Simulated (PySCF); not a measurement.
## TDDFT excited states: C5H10O

Compound: tetrahydropyran, C5H10O.
SMILES: `C1CCOCC1`

Computed with TDDFT CAM-B3LYP/def2-SVPD, vertical, gas phase, core orbitals frozen in the response (PySCF 2.14.0, density-fitted response routines). Isolated species at its GFN2-xTB geometry (one conformer only).

Problem. What does the calculation give for the low-lying excited states?

Solution. 

```
state  E (eV)  E (hartree)       f  symmetry  main configurations (H = HOMO, L = LUMO)
   S1    7.21       0.2649  0.0074        A′                                 H→L (82%)
   S2    7.76       0.2851   0.057        A′                  H→L+2 (82%), H→L+3 (11%)
   S3    7.91       0.2907   0.039        A″                               H→L+1 (93%)
   S4    8.04       0.2956  0.0064        A′       H→L+3 (55%), H→L+5 (20%), H→L (12%)
   S5    8.42       0.3095  0.0025        A′      H→L+5 (61%), H→L+3 (19%), H→L+9 (8%)
   S6    8.54       0.3139  0.0076        A′                               H-1→L (76%)
   S7    8.80       0.3233  0.0006         –                               H→L+4 (86%)
   S8    8.97       0.3298  0.0004         –                H-2→L (71%), H-1→L+1 (20%)
```

Triplets (Tamm–Dancoff): T1 7.04 eV, H→L (80%); T2 7.62 eV, H→L+2 (80%), H→L+3 (9%); T3 7.82 eV, H→L+1 (91%).

The lowest singlet lies at 7.21 eV (172 nm, vacuum ultraviolet) and is weak; its leading configuration is HOMO→LUMO (82%). The most intense listed level is S2 at 7.76 eV (160 nm, f = 0.057), 0.55 eV above S1. Löwdin shares by element: HOMO oxygen 52%, carbon 26% or more (atoms not listed hold the other 22%); LUMO carbon 38% or more (atoms not listed hold the other 62%). Orbital energies (eV): HOMO-3 -11.00, HOMO-2 -10.54, HOMO-1 -9.96, HOMO -8.64, LUMO 1.42, LUMO+1 1.98, LUMO+2 2.01. The oscillator strengths of these states sum to 0.121; summed over the whole spectrum of an exact calculation they would give the number of electrons, 48 (Thomas–Reiche–Kuhn). The listed states span 1.77 eV, and the widest gap between neighbours is 0.55 eV (S1 to S2). Symmetry labels in Cs follow from the direction of the transition dipole and are given only for states with f of 0.002 or more. Singlets were solved by full linear response, triplets in the Tamm–Dancoff approximation.
